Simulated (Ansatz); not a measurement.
# AlGa$_{2}$H, singlet in cc-pVDZ: errors against RCCSDTQ

Geometry: a PBE0/def2-TZVP stationary point for this spin, not checked as a minimum.

```yaml
atoms:
  - { symbol: Al, position_ang: [0.0000, 1.8685, 0.0000] }
  - { symbol: Ga, position_ang: [0.0000, -0.3866, -1.1851] }
  - { symbol: Ga, position_ang: [0.0000, -0.3866, 1.1851] }
  - { symbol: H, position_ang: [0.0000, 3.4687, 0.0000] }
```

Basis cc-pVDZ; Ansatz 0.2.0. Only valence electrons are correlated (noble-gas cores and the filled d shells of p-block atoms frozen), which leaves 10 electrons in 44 orbitals. Prefix R: restricted or restricted open-shell reference. No spin–orbit coupling is included, and no scalar relativity.

Full CI isn't at hand for all of this; RCCSDTQ serves as the reference, and is uncertain by about the last step of the cluster series.

```
UHF ⟨S²⟩                          : 1.099
T1 diagnostic (RCCSD)             : 0.0191
largest doubles amplitude (RCCSD) : 0.106
```

```csv
level,E − E(RHF) (eV)
RMP2,-5.0544
RCCSD,-5.7469
RCCSD(T),-6.1431
```

Q: Estimate how far RCCSDTQ in cc-pVDZ lies from RCCSD(T). The table doesn't fix it; the size of (T) and the diagnostics are the guide.

A: RCCSDTQ in cc-pVDZ lies 79 meV below RCCSD(T), which is 20 % of the (T) step (-396 meV). RHF is unstable towards spin polarisation, but (T) still catches most of what CCSD lacks. The miss exceeds 1 kcal/mol.

The other levels:

```
    level  E − E(RCCSDTQ) (meV)  share of correlation (%)  wall time
     CISD                  1122                     81.96      2.7 s
  BCCD(T)                    75                     98.79        6 s
   RCCSDT                    46                     99.26          –
RCCSDT(Q)                    -1                    100.01       18 s
```

The correlation energy at RCCSDTQ, counted from RHF, is -6.222 eV. That run took 13 s on 2 threads of AMD EPYC 7R13 with a shared H100 80 GB, shared host.

Times hold each run's SCF and search for its determinant on a shared host, so for small cases they say little of a method's own cost; they ran on 1 thread of AMD EPYC 7R13. Some runs computed forces too.

Atomization energy (electronic, same basis, no zero-point term; atoms at the same level, unrestricted beside the R rows where the molecule is a closed shell, but restricted open-shell past Ca, as are all atoms' steps beyond CCSDT(Q)) at RCCSDTQ: 545.0 kJ/mol. Errors of other levels:

```json
{"level": "RHF", "error (kJ/mol)": "-226.9"}
{"level": "RMP2", "error (kJ/mol)": "14.3"}
{"level": "CISD", "error (kJ/mol)": "-100.2"}
{"level": "RCCSD", "error (kJ/mol)": "-38.7"}
{"level": "RCCSD(T)", "error (kJ/mol)": "-5.3"}
{"level": "BCCD(T)", "error (kJ/mol)": "-4.9"}
{"level": "RCCSDT", "error (kJ/mol)": "-4.5"}
{"level": "RCCSDT(Q)", "error (kJ/mol)": "0.1"}
```

This basis is far from its limit, so the value isn't to be set against a measured one. Truncated CI isn't size-consistent, which counts against it in atomization.
